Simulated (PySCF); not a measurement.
Molecule: `O=CO`, CH2O2.

Structure with atom numbers: `[O:1]=[CH:2][OH:3]`. Each H is labelled by its parent atom.

Geometry PBE0-D3(BJ)/def2-SVP throughout; GIAO in PySCF 2.14, gas phase, one conformer, non-relativistic; equivalent atoms averaged; basis pcSseg-2.

Question: How do the absolute shieldings σ depend on the functional? (ppm; last column core-seconds on shared hosts with different chips, so compare them loosely; the GGAs took longer than the global hybrids here, which isn't the general rule, and the cause wasn't traced)

Answer: 
```csv
functional,kind,O1,O3,C2,H(C2),H(O3),core-s
HF,Hartree–Fock,-91.7,151.5,23.4,24.05,25.53,1.2
LDA,LDA,-115.7,98.1,11.7,22.80,24.75,4
PBE,GGA,-104.0,102.6,16.2,23.21,25.34,4.7
BLYP,GGA,-107.0,100.2,12.0,23.37,25.56,4.8
BP86,GGA,-102.3,103.2,16.3,23.27,25.41,4.7
OPBE,GGA,-87.0,113.0,25.9,23.26,25.30,4.7
KT2,GGA,-82.0,110.6,26.5,23.29,25.53,4.7
KT3,GGA,-78.3,113.6,27.1,23.46,25.64,4.6
B97-D,GGA,-88.9,109.6,20.0,23.46,25.54,4.6
B3LYP,global hybrid,-109.6,111.6,12.8,23.48,25.46,2.8
PBE0,global hybrid,-106.6,116.6,17.1,23.38,25.29,2.7
mPW1PW91,global hybrid,-107.9,116.3,16.4,23.44,25.34,2.8
WP04,global hybrid,-109.9,108.0,5.2,23.88,25.42,3.6
B97-2,global hybrid,-96.3,118.8,19.7,23.51,25.43,3.4
BHandHLYP,global hybrid,-108.2,127.5,15.2,23.65,25.41,3.3
CAM-B3LYP,range-separated hybrid,-109.3,118.9,12.4,23.46,25.31,4.5
wB97X-D,range-separated hybrid,-107.4,119.4,15.9,23.54,25.37,4.7
LC-wPBE,range-separated hybrid,-101.9,127.9,14.6,23.55,25.25,7
```

Question: Which nucleus moves most, in ppm?

Answer: O3 (acid hydroxyl oxygen): from 98.1 ppm with LDA to 151.5 ppm with HF. The smallest spread is 0.89 ppm, at H(O3). Proton shifts span only some 12 ppm, so a few tenths of a ppm matter as much there as several ppm in carbon.
